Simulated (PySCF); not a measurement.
## Atomic charges against the basis set

Compound: cyclohexene, C6H10.
Numbering: `[CH:1]1=[CH:2][CH2:3][CH2:4][CH2:5][CH2:6]1` (hydrogens: H7 on C1; H8 on C2; H9, H10 on C3; H11, H12 on C4; H13, H14 on C5; H15, H16 on C6)

PBE0 throughout (PySCF), one geometry, spherical d and f functions. Isolated species at its PBE0-D3(BJ)/def2-SVP geometry (one conformer only). Atoms taken as equivalent share a column and are averaged.

Mulliken charges (e):

```tsv
basis	functions	C1/C2	C3/C6	C4/C5	H7/H8	H9/H10/H15/H16	H11/H12/H13/H14
STO-3G	40	-0.091	-0.151	-0.139	+0.074	+0.080	+0.074
6-31G	74	-0.129	-0.364	-0.322	+0.150	+0.171	+0.162
pcSseg-0	74	-0.209	-0.513	-0.488	+0.223	+0.250	+0.244
6-31G*	104	-0.140	-0.364	-0.333	+0.154	+0.174	+0.167
def2-SVP	134	-0.109	+0.002	-0.073	+0.023	+0.043	+0.036
cc-pVDZ	134	-0.068	-0.025	-0.061	+0.003	+0.044	+0.031
pcSseg-1	152	-0.176	-0.182	-0.234	+0.095	+0.130	+0.119
6-311+G(2d,p)	222	-0.061	-0.374	-0.204	+0.100	+0.139	+0.130
aug-cc-pVDZ	228	+0.318	+0.381	+0.602	-0.551	-0.130	-0.244
def2-TZVP	246	-0.188	-0.141	-0.197	+0.110	+0.106	+0.102
IGLO-III	310	-0.108	-0.208	-0.241	+0.084	+0.116	+0.120
cc-pVTZ	320	-0.157	-0.142	-0.170	+0.113	+0.091	+0.087
```

IAO charges (e):

```csv
basis,functions,C1/C2,C3/C6,C4/C5,H7/H8,H9/H10/H15/H16,H11/H12/H13/H14
STO-3G,40,-0.143,-0.266,-0.253,+0.129,+0.136,+0.130
6-31G,74,-0.161,-0.273,-0.261,+0.141,+0.142,+0.135
pcSseg-0,74,-0.160,-0.280,-0.267,+0.141,+0.146,+0.137
6-31G*,104,-0.156,-0.259,-0.248,+0.135,+0.136,+0.128
def2-SVP,134,-0.156,-0.255,-0.243,+0.134,+0.134,+0.126
cc-pVDZ,134,-0.160,-0.260,-0.248,+0.138,+0.137,+0.128
pcSseg-1,152,-0.162,-0.261,-0.249,+0.139,+0.138,+0.129
"6-311+G(2d,p)",222,-0.165,-0.266,-0.255,+0.142,+0.141,+0.132
aug-cc-pVDZ,228,-0.166,-0.265,-0.254,+0.142,+0.140,+0.131
def2-TZVP,246,-0.165,-0.267,-0.255,+0.142,+0.140,+0.132
IGLO-III,310,-0.166,-0.267,-0.256,+0.142,+0.141,+0.132
cc-pVTZ,320,-0.164,-0.267,-0.256,+0.142,+0.141,+0.132
```

Hirshfeld charges (e):

```csv
basis,functions,C1/C2,C3/C6,C4/C5,H7/H8,H9/H10/H15/H16,H11/H12/H13/H14
STO-3G,40,-0.046,-0.009,-0.013,+0.020,+0.014,+0.010
6-31G,74,-0.058,-0.055,-0.054,+0.039,+0.034,+0.030
pcSseg-0,74,-0.053,-0.056,-0.054,+0.037,+0.034,+0.029
6-31G*,104,-0.058,-0.057,-0.056,+0.039,+0.035,+0.031
def2-SVP,134,-0.054,-0.066,-0.063,+0.039,+0.038,+0.034
cc-pVDZ,134,-0.054,-0.064,-0.062,+0.038,+0.037,+0.034
pcSseg-1,152,-0.054,-0.070,-0.067,+0.040,+0.039,+0.036
"6-311+G(2d,p)",222,-0.059,-0.074,-0.071,+0.043,+0.042,+0.039
aug-cc-pVDZ,228,-0.059,-0.078,-0.075,+0.044,+0.044,+0.041
def2-TZVP,246,-0.058,-0.075,-0.071,+0.042,+0.042,+0.039
IGLO-III,310,-0.058,-0.078,-0.074,+0.043,+0.043,+0.040
cc-pVTZ,320,-0.057,-0.074,-0.071,+0.042,+0.041,+0.038
```

Some averages cover members that differ in this geometry, most widely: H11/H12/H13/H14, Mulliken in aug-cc-pVDZ -0.306 to -0.182 e.

Q: Which scheme is steadiest as the basis changes?

A: Largest range over the bases for any column: IAO 0.02 e, Hirshfeld 0.07 e, Mulliken 1.09 e. IAO charges move least and Mulliken charges most, counted in e. Without the minimal STO-3G basis the ranges are IAO 0.02, Hirshfeld 0.02, Mulliken 1.09 e.

Q: How much do the charges still move between the two largest bases, IGLO-III and cc-pVTZ?

A: At most, over all atoms: Mulliken 0.071 e, IAO 0.001 e, Hirshfeld 0.004 e.

Q: What do the same runs give for the total energy, the frontier levels and the dipole moment?

A: 
```csv
basis,energy (Eh),HOMO (eV),LUMO (eV),μ (D)
STO-3G,-231.5835,-5.06,3.91,0.26
6-31G,-234.3032,-6.59,1.16,0.26
pcSseg-0,-233.8402,-6.92,0.85,0.23
6-31G*,-234.3553,-6.58,1.12,0.25
def2-SVP,-234.1948,-6.79,0.80,0.29
cc-pVDZ,-234.3728,-6.72,0.88,0.30
pcSseg-1,-234.3279,-6.86,0.67,0.33
"6-311+G(2d,p)",-234.4219,-6.82,0.25,0.37
aug-cc-pVDZ,-234.3841,-6.81,-0.08,0.38
def2-TZVP,-234.4389,-6.81,0.60,0.35
IGLO-III,-234.4466,-6.82,0.50,0.38
cc-pVTZ,-234.4354,-6.80,0.66,0.34
```

The dipole is fixed by the density alone, so its range of 0.15 D shows that the density itself changes with the basis, not only its division among atoms.
